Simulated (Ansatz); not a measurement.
Ansatz (a quantum-chemistry and plane-wave program) input (B3LYP-D3(BJ)/def2-TZVP):

Ansatz 0.2 input:
```yaml
crystal:
  periodic: [false, false, false]
  atoms:
    - {symbol: C, position_ang: [-0.01899646, 1.82192441, 0.11420690]}
    - {symbol: S, position_ang: [-0.02532198, 0.39264171, 1.03161956]}
    - {symbol: C, position_ang: [0.00426144, -1.31153074, 0.07558024]}
    - {symbol: H, position_ang: [0.89600188, 1.96642612, -0.47449378]}
    - {symbol: H, position_ang: [-0.91415614, 1.95328004, -0.50699596]}
    - {symbol: H, position_ang: [-0.00834998, -2.09317754, 0.82846612]}
    - {symbol: H, position_ang: [-0.87470022, -1.37975093, -0.56125001]}
    - {symbol: H, position_ang: [0.91077616, -1.37044074, -0.52221848]}
basis:
  gaussian:
    orbitals: def2-TZVP
hamiltonian:
  xc: b3lyp
  dispersion: d3bj
total_charge: -1
relax: {f_tol: 0.002, max_steps: 150}
```

Output:

```
Functional definition: B3LYP
integrals: 0.04 GiB planned
851 factors; their error is unknown
mean field: 0.43 GiB planned
mean field evaluation 1: about -12985.8560 eV, gradient 4.9e1 eV
mean field evaluation 2: about -12975.9341 eV, gradient 7.2e1 eV
mean field evaluation 4: about -12991.4734 eV, gradient 6.0e0 eV
mean field evaluation 8: about -12991.5594 eV, gradient 7.1e-2 eV
mean field evaluation 16: about -12991.5659 eV, gradient 4.2e-5 eV
mean field -12991.56591744 eV, -477.4312414664 hartree, gradient 4.2e-5 eV, S^2 0.000000; 0 other end points of the search recorded, 0 dependent functions left out
the calculation of the forces begins
reference -12991.56614982 eV, -477.4312500060 hartree; 17, 17 occupied and 112, 112 virtual orbitals, 851 factors
relax step   1: F+E_penalty+E_count = -12991.80027347 eV  Δ(F+E_penalty+E_count) = +0.000e0 eV  max|allowed force component| = 9.435e-1 eV/Å  Δτ_max = 0.0000 Å  (27 SCF iters, accepted)
these checks for a lower state are left out or cut short: starts, cluster_reference, orbital_swaps, neighbouring_geometries, increment
integrals: 0.04 GiB planned
851 factors; their error is unknown
mean field: 0.43 GiB planned
mean field -12991.60820993 eV, -477.4327956865 hartree, gradient 1.7e-5 eV, S^2 0.000000; 0 other end points of the search recorded, 0 dependent functions left out
the calculation of the forces begins
reference -12991.60843900 eV, -477.4328041049 hartree; 17, 17 occupied and 112, 112 virtual orbitals, 851 factors
relax step   2: F+E_penalty+E_count = -12991.84655161 eV  Δ(F+E_penalty+E_count) = -4.628e-2 eV  max|allowed force component| = 6.019e-1 eV/Å  Δτ_max = 0.0990 Å  (30 SCF iters, accepted)
these checks for a lower state are left out or cut short: starts, cluster_reference, orbital_swaps, neighbouring_geometries, increment
integrals: 0.04 GiB planned
851 factors; their error is unknown
mean field: 0.43 GiB planned
mean field -12991.62356416 eV, -477.4333599440 hartree, gradient 1.7e-5 eV, S^2 0.000000; 0 other end points of the search recorded, 0 dependent functions left out
the calculation of the forces begins
reference -12991.62379400 eV, -477.4333683907 hartree; 17, 17 occupied and 112, 112 virtual orbitals, 851 factors
relax step   3: F+E_penalty+E_count = -12991.86143753 eV  Δ(F+E_penalty+E_count) = -1.489e-2 eV  max|allowed force component| = 3.266e-1 eV/Å  Δτ_max = 0.0256 Å  (31 SCF iters, accepted)
these checks for a lower state are left out or cut short: starts, cluster_reference, orbital_swaps, neighbouring_geometries, increment
integrals: 0.04 GiB planned
851 factors; their error is unknown
mean field: 0.43 GiB planned
mean field evaluation 32: about -12991.6154 eV, gradient 1.0e0 eV
mean field -12991.62749727 eV, -477.4335044831 hartree, gradient 1.7e-5 eV, S^2 0.000000; 0 other end points of the search recorded, 0 dependent functions left out
the calculation of the forces begins
reference -12991.62772632 eV, -477.4335129008 hartree; 17, 17 occupied and 112, 112 virtual orbitals, 851 factors
relax step   4: F+E_penalty+E_count = -12991.86620766 eV  Δ(F+E_penalty+E_count) = -4.770e-3 eV  max|allowed force component| = 1.646e-1 eV/Å  Δτ_max = 0.0173 Å  (31 SCF iters, accepted)
these checks for a lower state are left out or cut short: starts, cluster_reference, orbital_swaps, neighbouring_geometries, increment
integrals: 0.04 GiB planned
851 factors; their error is unknown
mean field: 0.43 GiB planned
mean field -12991.62803358 eV, -477.4335241924 hartree, gradient 2.0e-5 eV, S^2 0.000000; 0 other end points of the search recorded, 0 dependent functions left out
the calculation of the forces begins
reference -12991.62826028 eV, -477.4335325233 hartree; 17, 17 occupied and 112, 112 virtual orbitals, 851 factors
relax step   5: F+E_penalty+E_count = -12991.86776355 eV  Δ(F+E_penalty+E_count) = -1.556e-3 eV  max|allowed force component| = 6.662e-2 eV/Å  Δτ_max = 0.0285 Å  (31 SCF iters, accepted)
these checks for a lower state are left out or cut short: starts, cluster_reference, orbital_swaps, neighbouring_geometries, increment
integrals: 0.04 GiB planned
851 factors; their error is unknown
mean field: 0.43 GiB planned
mean field -12991.62827439 eV, -477.4335330419 hartree, gradient 1.5e-5 eV, S^2 0.000000; 0 other end points of the search recorded, 0 dependent functions left out
the calculation of the forces begins
reference -12991.62850123 eV, -477.4335413780 hartree; 17, 17 occupied and 112, 112 virtual orbitals, 851 factors
relax step   6: F+E_penalty+E_count = -12991.86802426 eV  Δ(F+E_penalty+E_count) = -2.607e-4 eV  max|allowed force component| = 5.105e-3 eV/Å  Δτ_max = 0.0049 Å  (32 SCF iters, accepted)
these checks for a lower state are left out or cut short: starts, cluster_reference, orbital_swaps, neighbouring_geometries, increment
integrals: 0.04 GiB planned
851 factors; their error is unknown
mean field: 0.43 GiB planned
mean field -12991.62829257 eV, -477.4335337102 hartree, gradient 1.5e-5 eV, S^2 0.000000; 0 other end points of the search recorded, 0 dependent functions left out
the calculation of the forces begins
reference -12991.62851939 eV, -477.4335420456 hartree; 17, 17 occupied and 112, 112 virtual orbitals, 851 factors
relax step   7: F+E_penalty+E_count = -12991.86803321 eV  Δ(F+E_penalty+E_count) = -8.945e-6 eV  max|allowed force component| = 2.361e-3 eV/Å  Δτ_max = 0.0016 Å  (33 SCF iters, accepted)
these checks for a lower state are left out or cut short: starts, cluster_reference, orbital_swaps, neighbouring_geometries, increment
integrals: 0.04 GiB planned
851 factors; their error is unknown
mean field: 0.43 GiB planned
mean field evaluation 64: about -12991.6283 eV, gradient 2.3e-3 eV
mean field -12991.62829752 eV, -477.4335338921 hartree, gradient 1.5e-5 eV, S^2 0.000000; 0 other end points of the search recorded, 0 dependent functions left out
the calculation of the forces begins
reference -12991.62852433 eV, -477.4335422272 hartree; 17, 17 occupied and 112, 112 virtual orbitals, 851 factors
relax step   8: F+E_penalty+E_count = -12991.86803373 eV  Δ(F+E_penalty+E_count) = -5.250e-7 eV  max|allowed force component| = 1.964e-4 eV/Å  Δτ_max = 0.0002 Å  (33 SCF iters, accepted)
integrals: 0.04 GiB planned
851 factors; their error is unknown
mean field: 0.43 GiB planned
mean field -12991.62829752 eV, -477.4335338921 hartree, gradient 1.5e-5 eV, S^2 0.000000; 1 other end points of the search recorded, 0 dependent functions left out
the calculation of the forces begins
reference -12991.62852433 eV, -477.4335422272 hartree; 17, 17 occupied and 112, 112 virtual orbitals, 851 factors
Total energy: -12991.86826054 eV, -477.4423523703 hartree
Atom 0 at    -0.017725     1.744977     0.081279 Å, force     0.000010     0.000095     0.000066 eV/Å
Atom 1 at    -0.028566     0.366244     1.112717 Å, force     0.000029    -0.000173     0.000088 eV/Å
Atom 2 at     0.002795    -1.235713     0.101040 Å, force     0.000013     0.000012    -0.000196 eV/Å
Atom 3 at     0.903170     1.885619    -0.493752 Å, force    -0.000004     0.000016    -0.000079 eV/Å
Atom 4 at    -0.916913     1.872856    -0.529944 Å, force    -0.000007     0.000003    -0.000101 eV/Å
Atom 5 at    -0.004695    -2.098722     0.781106 Å, force    -0.000009    -0.000047     0.000058 eV/Å
Atom 6 at    -0.874626    -1.284176    -0.551483 Å, force    -0.000100     0.000027     0.000063 eV/Å
Atom 7 at     0.906074    -1.271712    -0.516048 Å, force     0.000067     0.000067     0.000101 eV/Å
Dipole moment:     0.007957    -0.776138    -0.126357 e Å
```

It need not be the lowest isomer of its formula. Whether it binds its extra electron was not tested at this geometry.
